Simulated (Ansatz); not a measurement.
# SiHO2+ (SMILES O=[Si]=[OH+]): one structure at several levels

Aim: energy, forces and dipole at a structure displaced at random from a GFN2-xTB minimum, from CCSD(T) and from density functionals.

Program: Ansatz 0.2.0, Gaussian basis. Level of theory: single points in def2-TZVPP. These are calculated values, not measurements.

Correlated methods freeze the cores.

### 1 Where the work starts

SMILES `O=[Si]=[OH+]`, 4 atoms, charge 1, spin multiplicity 1.

Atoms are counted from 1 here; the program's logs count them from 0.

Bond lengths: O1–Si2 1.525 Å, Si2–O3 1.642 Å, O3–H4 1.019 Å. Angles: O1–Si2–O3 178.4°, Si2–O3–H4 172.6°.

Coordinates:

```tsv
atom	x (Å)	y (Å)	z (Å)
O1	-2.09770	0.77780	-0.02510
Si2	-0.65110	0.29420	-0.02230
O3	0.89800	-0.24880	0.01950
H4	1.80790	-0.70700	0.05840
```

### 2 CCSD(T)/def2-TZVPP

File run/in.yaml:

```yaml
crystal:
  periodic: [false, false, false]
  atoms:
    - {symbol: O, position_ang: [-2.097700, 0.777800, -0.025100]}
    - {symbol: Si, position_ang: [-0.651100, 0.294200, -0.022300]}
    - {symbol: O, position_ang: [0.898000, -0.248800, 0.019500]}
    - {symbol: H, position_ang: [1.807900, -0.707000, 0.058400]}
basis:
  gaussian: {orbitals: def2-TZVPP}
total_charge: 1
correlation: {method: ccsd_t}
output: {forces: true}
```

No record of the launch command was kept for these runs.

### 3 PBE0-D4/def2-TZVPP

run/in.yaml: that of step 2 with these lines changed.

```diff
@@ -10,3 +10,3 @@
 total_charge: 1
-correlation: {method: ccsd_t}
-output: {forces: true}
+hamiltonian: {xc: pbe0, dispersion: d4}
+output: {forces: true, orbitals: {seedname: orbitals}}
```

### 4 wB97M-V/def2-TZVPP

run/in.yaml: that of step 3 with these lines changed.

```diff
@@ -10,3 +10,3 @@
 total_charge: 1
-hamiltonian: {xc: pbe0, dispersion: d4}
-output: {forces: true, orbitals: {seedname: orbitals}}
+hamiltonian: {xc: {name: wB97M-V}}
+output: {forces: true}
```

### 5 r2SCAN-D4/def2-TZVPP

run/in.yaml: that of step 4 with these lines changed.

```diff
@@ -10,3 +10,3 @@
 total_charge: 1
-hamiltonian: {xc: {name: wB97M-V}}
+hamiltonian: {xc: r2scan, dispersion: d4}
 output: {forces: true}
```

### 6 PBE-D4/def2-TZVPP

run/in.yaml: that of step 5 with these lines changed.

```diff
@@ -10,3 +10,3 @@
 total_charge: 1
-hamiltonian: {xc: r2scan, dispersion: d4}
+hamiltonian: {xc: pbe, dispersion: d4}
 output: {forces: true}
```

### 7 BLYP-D4/def2-TZVPP

run/in.yaml: that of step 6 with these lines changed.

```diff
@@ -10,3 +10,3 @@
 total_charge: 1
-hamiltonian: {xc: pbe, dispersion: d4}
+hamiltonian: {xc: {name: BLYP}, dispersion: d4}
 output: {forces: true}
```

### 8 r2SCANh-D4/def2-TZVPP

run/in.yaml: that of step 7 with these lines changed.

```diff
@@ -10,3 +10,3 @@
 total_charge: 1
-hamiltonian: {xc: {name: BLYP}, dispersion: d4}
+hamiltonian: {xc: {name: r2SCANh}, dispersion: d4}
 output: {forces: true}
```

(Steps that only read results are left out.)

**Question.** What will these runs give? Wanted: energy less free atoms, CCSD(T)/def2-TZVPP; RMS force component; RMS force error; HOMO and LUMO, PBE0-D4; T1 diagnostic.

The runs gave:

```
                                  quantity                                                                                              value
energy less free atoms, CCSD(T)/def2-TZVPP                                                                                          -5.520 eV
                       RMS force component                                                               1.515 to 1.735 eV/Å over the methods
                           RMS force error  PBE0-D4 0.342, wB97M-V 0.351, r2SCAN-D4 0.238, PBE-D4 0.217, BLYP-D4 0.261, r2SCANh-D4 0.337 eV/Å
                    HOMO and LUMO, PBE0-D4                                                                               -16.71 and -11.05 eV
                             T1 diagnostic                                                                                              0.025
```

Against CCSD(T) the functionals' energies less atoms differ by -1.182 to -0.035 eV, PBE-D4 by -1.182 eV. CCSD(T) in triple zeta still lacks some correlation energy of the bonds, so part of these gaps is its own basis error and they don't rank the functionals. On forces the order runs from PBE-D4 to wB97M-V. Frozen-core CCSD(T) forces in triple zeta carry basis errors of their own, and this is one geometry, so small gaps rank nothing. The T1 diagnostic is large here, over the usual mark for main-group molecules (transition-metal compounds often pass it harmlessly), so CCSD(T) itself may be off.
